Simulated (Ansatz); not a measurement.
# Counterpoise correction, worked out

The pair of H$_{2}$O (SMILES O, atoms 1–3) and PH$_{3}$ (SMILES P, atoms 4–7), both closed shells, in one local arrangement (a lower one may exist), relaxed at PBE0-D4/def2-TZVP:

O1  (-0.083, -0.147, -2.014)
H2  (-0.205, -1.013, -2.410)
H3  (-0.856, 0.359, -2.274)
P4  (-0.165, 0.537, 1.797)
H5  (0.174, 0.170, 0.468)
H6  (-0.033, -0.787, 2.293)
H7  (1.169, 0.882, 2.140)
(Å)

Computed with Ansatz 0.2.0 (basis: def2-TZVPPD); correlated methods freeze the cores.

CCSD(T) total energies in eV:

| system | geometry | basis functions | energy |
| --- | --- | --- | --- |
| pair | pair | all | -11402.45969 |
| H$_{2}$O | as in the pair | all (partner as ghosts) | -2077.34090 |
| PH$_{3}$ | as in the pair | all (partner as ghosts) | -9325.09128 |
| H$_{2}$O | as in the pair | its own | -2077.33547 |
| PH$_{3}$ | as in the pair | its own | -9325.08653 |
| H$_{2}$O | free (PBE0-D4 minimum) | its own | -2077.33567 |
| PH$_{3}$ | free (PBE0-D4 minimum) | its own | -9325.08633 |

Problem. Work out the interaction energy with and without the counterpoise correction, the superposition error, and the binding energy from the relaxed fragments.

Solution. Without correction: -11402.45969 − (-2077.33547) − (-9325.08653) = -0.03769 eV.
With correction (each fragment in the whole basis): -11402.45969 − (-2077.34090) − (-9325.09128) = -0.02751 eV = -0.63 kcal/mol.
The superposition error is the difference, 0.01018 eV, 27 % of the uncorrected value: each fragment borrows its partner's functions.
Deformation from the free shapes: 0.00020 eV for H$_{2}$O and -0.00020 eV for PH$_{3}$ (a small negative value is possible, since the free shapes are minima of another method).
Binding energy from relaxed fragments: -0.02751 + 0.00020 + (-0.00020) = -0.02751 eV = -0.63 kcal/mol (electronic, without zero-point energy; negative means bound). For comparison, the corrected interaction energy by CCSD(T) at an estimated basis limit (MP2 extrapolated from triple and quadruple zeta, plus CCSD(T) − MP2 in triple zeta) is -0.035 eV; triple zeta with the correction binds less.

No T1 diagnostic of these runs exceeds 0.014.

For scale, one of the runs: CCSD(T)/def2-TZVPPD, 173 basis functions, launched by `ansatz run in.yaml --threads 2 --pin off --events-out ev --progress --plain --max-ram 5222MiB`. Hardware: 2 CPU threads of an Arm Neoverse V2, shared host. Wall time 14 s; peak host memory 1.4 GiB.
